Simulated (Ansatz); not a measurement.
# BSiH2 (quartet): r2SCAN0, wB97M-V over a scan of the distance Si1–B2, 6-31G

Aim: run BSiH2 (quartet) with these functionals over a scan of the distance Si1–B2, and hold them against the top wave-function level at the same points.

Computed with Ansatz 0.2.0, Gaussian basis. Level: 6-31G, all electrons in the functionals.

The runs, in order: r2SCAN0, wB97M-V, at 1.573 Å; 1.755 Å; 1.993 Å; 2.197 Å; 2.465 Å; 2.815 Å; 3.153 Å; 3.630 Å; 4.336 Å; 5.335 Å; 6.728 Å.

## 1. The system

The geometry derives from a PBE0/def2-TZVP stationary point (not a proven minimum). One bond is set to the value named and the two fragments are kept rigid.

4 atoms, charge 0, spin multiplicity 4.

Atoms are counted from 1 here; the program's logs count them from 0.

Bond lengths: Si1–B2 1.993 Å, B2–H3 1.191 Å, B2–H4 1.191 Å. Angles: Si1–B2–H3 115.4°, Si1–B2–H4 115.4°, H3–B2–H4 129.2°.

No dispersion term is added; wB97M-V holds VV10 nonlocal correlation.

The geometry shown and the zero of energy belong to the point 1.993 Å. The yardstick, FCI, and other wave-function levels (R restricted, U unrestricted, valence and pair active spaces) come from earlier runs.

## 2. r2SCAN0, 1.573 Å

Input file in.yaml:

```yaml
crystal:
  periodic: [false, false, false]
  atoms:
    - {symbol: Si, position_ang: [0.000000, 0.000000, 0.518349]}
    - {symbol: B, position_ang: [0.000000, 0.000000, -1.054651]}
    - {symbol: H, position_ang: [0.000000, -1.075954, -1.565702]}
    - {symbol: H, position_ang: [0.000000, 1.075954, -1.565702]}
basis:
  gaussian: {orbitals: 6-31G}
magnetization: {spin_polarized: true, initial_magnetization: 3}
hamiltonian: {xc: {name: r2SCAN0}}
```

Run with:

```console
ansatz run in.yaml --threads 1 --pin off --events-out ev --progress --plain --max-ram 4096MiB --backend cpu
```

After this run come: r2SCAN0, 1.755 Å; r2SCAN0, 1.993 Å; r2SCAN0, 2.197 Å; r2SCAN0, 2.465 Å; r2SCAN0, 2.815 Å; r2SCAN0, 3.153 Å; r2SCAN0, 3.630 Å; r2SCAN0, 4.336 Å; r2SCAN0, 5.335 Å; r2SCAN0, 6.728 Å; wB97M-V, 1.573 Å; wB97M-V, 1.755 Å; wB97M-V, 1.993 Å; wB97M-V, 2.197 Å; wB97M-V, 2.465 Å; wB97M-V, 2.815 Å; wB97M-V, 3.153 Å; wB97M-V, 3.630 Å; wB97M-V, 4.336 Å; wB97M-V, 5.335 Å; wB97M-V, 6.728 Å.

**Question.** What will the summary of the whole plan be? Wanted: span of the FCI curve; largest miss, r2SCAN0; largest miss, wB97M-V.

As calculated:

```
             quantity                   value
span of the FCI curve            257.5 kJ/mol
largest miss, r2SCAN0  +27.1 kJ/mol (6.728 Å)
largest miss, wB97M-V  -26.9 kJ/mol (1.573 Å)
```

In words: All of them stay within 27.1 kJ/mol of the yardstick, too close to rank. Functionals and the yardstick converge differently with the basis, so part of each miss in 6-31G is the basis.
